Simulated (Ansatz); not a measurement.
**Energy of Pt (space group No. 221) less that of fcc Pt, by level of theory**

No measured value is used here.

```
level (code)         value (meV/atom)
-------------------  ----------------
PBE (Ansatz)                      457
PBEsol (Ansatz)                   543
PBE-D3(BJ) (Ansatz)               559
r²SCAN (Ansatz)                   431
```

Density-functional levels without +SOC have no spin–orbit coupling. Each level is taken at its own relaxed cell. Ansatz's density-functional and Hartree–Fock values are scalar-relativistic unless marked +SOC, with PAW data made under PBE.

Ansatz is a program for electronic structure.
